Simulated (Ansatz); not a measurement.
One geometry of Si2B, several levels of theory.

```yaml
crystal:
  periodic: [false, false, false]
  atoms:
    - {symbol: B, position_ang: [0.461073, 0.712439, -0.396106]}
    - {symbol: Si, position_ang: [-0.603515, 0.369702, 1.069414]}
    - {symbol: Si, position_ang: [0.142452, -1.082141, -0.673308]}
basis:
  gaussian: {orbitals: def2-TZVP, initial_orbitals: start.molden}
magnetization: {spin_polarized: true, initial_magnetization: 1}
hamiltonian: {xc: pbe, dispersion: d4}
scf: {omitted_lower_state_checks: [starts]}
output: {orbitals: {seedname: orbitals}}
```

The file start.molden holds the orbitals of an earlier run on this structure, at another level or in another basis.

```sh
$ ansatz run in.yaml --threads 4 --pin off --events-out ev --progress --plain --max-ram 3916MiB
```

Shortened log:

```
Functional definition: PBE
673 factors; their error is unknown
mean field evaluation 1: about -16418.6281 eV, gradient 6.2e0 eV
mean field evaluation 2: about -16418.6911 eV, gradient 1.1e-1 eV
mean field evaluation 4: about -16418.6809 eV, gradient 1.2e-2 eV
mean field evaluation 8: about -16418.6809 eV, gradient 3.0e-5 eV
mean field -16418.68087908 eV, -603.3753933247 hartree, gradient 3.0e-5 eV, S^2 0.762763; 0 other end points of the search recorded, 0 dependent functions left out
reference -16418.68090894 eV, -603.3753944220 hartree; 17, 16 occupied and 88, 89 virtual orbitals, 673 factors
Total energy: -16418.79054727 eV, -603.3794235561 hartree
Checks for a lower state left out: starts
```

Hardware: 4 threads of Arm Neoverse V1 on a shared host. Wall time 0.85 s.

The first input with `hamiltonian: {xc: r2scan, dispersion: d4}`, `output: {forces: true, orbitals: {seedname: orbitals}}` (abridged; 4.4 s):

```
Functional definition: r2SCAN
mean field -16425.60040728 eV, -603.6296812958 hartree, gradient 3.2e-5 eV, S^2 0.856014
Total energy: -16425.62061617 eV, -603.6304239587 hartree
Atom 0 force     0.070140     0.107398    -0.060673 eV/Å
Atom 1 force    -0.051402    -0.022823     0.068106 eV/Å
Atom 2 force    -0.018738    -0.084575    -0.007433 eV/Å
Dipole moment:    -0.075640    -0.116869     0.064986 e Å
Checks for a lower state left out: starts
```

The first input with `gaussian: {orbitals: def2-TZVPD, initial_orbitals: start.molden}` (abridged; 1.3 s):

```
Functional definition: PBE
mean field -16418.69203763 eV, -603.3758033938 hartree, gradient 3.7e-5 eV, S^2 0.762820
Total energy: -16418.80170987 eV, -603.3798337741 hartree
Checks for a lower state left out: starts
```

First input, but with `gaussian: {orbitals: def2-TZVPD, initial_orbitals: start.molden}`, `hamiltonian: {xc: r2scan, dispersion: d4}` (abridged; 5.5 s):

```
Functional definition: r2SCAN
mean field -16425.60934374 eV, -603.6300097047 hartree, gradient 2.5e-5 eV, S^2 0.856314
Total energy: -16425.62955566 eV, -603.6307524791 hartree
Checks for a lower state left out: starts
```

As the first input, with `gaussian: {orbitals: def2-TZVPP, initial_orbitals: start.molden}`, `correlation: {method: ccsd_t}`, `scf: {omitted_lower_state_checks: [starts, cluster_reference]}` and without the key `hamiltonian` (abridged; 2.9 s):

```
Functional definition: HF
mean field -16392.33248838 eV, -602.4071078260 hartree, gradient 2.1e-6 eV, S^2 1.465930
11 core orbitals not correlated: weight in the atoms' cores, before any rotation towards them, 1.000 or more for the frozen orbitals, at most 0.000 for the correlated occupied ones
second order -7.09944504 eV of doubles, -0.00000000 eV of singles
cycle   1  -7.42682039 eV  change   -3.3e-1 eV  update   1.2e-1
cycle   2  -7.85309403 eV  change   -4.3e-1 eV  update   5.9e-2
cycle   3  -8.01530916 eV  change   -1.6e-1 eV  update   4.6e-2
cycle   4  -8.10617313 eV  change   -9.1e-2 eV  update   3.1e-2
cycle   5  -8.16511414 eV  change   -5.9e-2 eV  update   1.7e-2
cycle   6  -8.18174429 eV  change   -1.7e-2 eV  update   7.3e-3
cycle   7  -8.18808424 eV  change   -6.3e-3 eV  update   3.4e-3
cycle   8  -8.19028687 eV  change   -2.2e-3 eV  update   1.6e-3
cycle   9  -8.18971153 eV  change    5.8e-4 eV  update   8.1e-4
cycle  10  -8.19023200 eV  change   -5.2e-4 eV  update   3.3e-4
cycle  11  -8.19022693 eV  change    5.1e-6 eV  update   1.5e-4
cycle  12  -8.19026651 eV  change   -4.0e-5 eV  update   6.7e-5
cycle  13  -8.19025966 eV  change    6.8e-6 eV  update   3.5e-5
cycle  14  -8.19024152 eV  change    1.8e-5 eV  update   1.5e-5
cycle  15  -8.19023452 eV  change    7.0e-6 eV  update   8.1e-6
cycle  16  -8.19022280 eV  change    1.2e-5 eV  update   3.7e-6
perturbative correction -0.72171914 eV, -0.0265226891 hartree
Total energy: -16401.24443032 eV, -602.7346156514 hartree
Checks for a lower state left out: starts, cluster_reference
```

As the first input, with `hamiltonian: {xc: hse06, dispersion: d4}` (abridged; 1.5 s):

```
Functional definition: HSE06
mean field -16419.49890074 eV, -603.4054550661 hartree, gradient 2.0e-5 eV, S^2 0.793469
Total energy: -16419.58613839 eV, -603.4086609906 hartree
Checks for a lower state left out: starts
```

As the first input, with `hamiltonian: {xc: pbe}`, `correlation: {method: rpa}` and without the key `output` (abridged; 1.2 s):

```
Functional definition: PBE
mean field -16418.68086486 eV, -603.3753928019 hartree, gradient 2.2e-6 eV, S^2 0.762761
11 core orbitals not correlated: weight in the atoms' cores, before any rotation towards them, 1.000 or more for the frozen orbitals, at most 0.000 for the correlated occupied ones
Total energy: -16405.22747846 eV, -602.8809899707 hartree
Checks for a lower state left out: starts
```

Geometry: PBE0-D4/def2-TZVP.

HSE06 is defined as in plane-wave codes, on full-range PBE exchange. Correlated methods freeze 11 core orbitals. At r2SCAN-D4/def2-TZVP, r2SCAN-D4/def2-TZVPD, CCSD(T)/def2-TZVPP the charge 0 doublet is spin-contaminated (final ⟨S²⟩ up to 1.47, 0.75 for a pure state). At CCSD(T)/def2-TZVPP T1 of the charge 0 doublet is large (up to 0.086), so the single-reference result is doubtful. The structure comes from a short search, and lower isomers may exist.
